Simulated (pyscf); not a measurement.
PH₂• + GeH₄ -> PH₃ + GeH₃• (hydrogen abstraction; doublet surface; Ge–H broken, H–P formed). Single points on ωB97X-D3(BJ)/def2-SVP structures (PySCF, gas phase). Correlated levels are frozen-core, on RHF or UHF. ΔMP2 is the change of the MP2 total energy from the triple- to the quadruple-zeta basis. Energies in kJ/mol from the separated reactants.

```csv
level,barrier,reaction energy
PBE/def2-TZVP,4.0,+5.0
r²SCAN/def2-TZVP,16.3,+10.4
B3LYP-D3(BJ)/def2-TZVP,17.6,+10.1
PBE0-D3(BJ)/def2-TZVP,(withheld),+8.4
M06-2X/def2-TZVP,24.2,-4.6
MP2/def2-QZVPP,40.4,+11.1
CCSD(T)/def2-TZVPP + ΔMP2(QZVPP),(withheld),(withheld)
```

What belongs in the gaps?


- PBE0-D3(BJ)/def2-TZVP, barrier: 14.5
- CCSD(T)/def2-TZVPP + ΔMP2(QZVPP), barrier: 39.1
- CCSD(T)/def2-TZVPP + ΔMP2(QZVPP), reaction energy: +14.8

At PBE this geometry lies under the product side: in single points on another level's saddle the reverse barrier vanishes, and the forward threshold there is about the reaction energy. One saddle was located; it need not be the lowest between these sides. The angle at the transferred H is 169°. The CCSD(T) − MP2 part came from Ansatz, without density fitting, on the same reference. The frozen core leaves the outer d or s,p core shells of the metals and heavy elements correlated in the MP2 and CC values, and def2-TZVPP describes them poorly, which can shift differences by a few kcal/mol. Elements up to Kr have no core potential and no relativistic terms here.
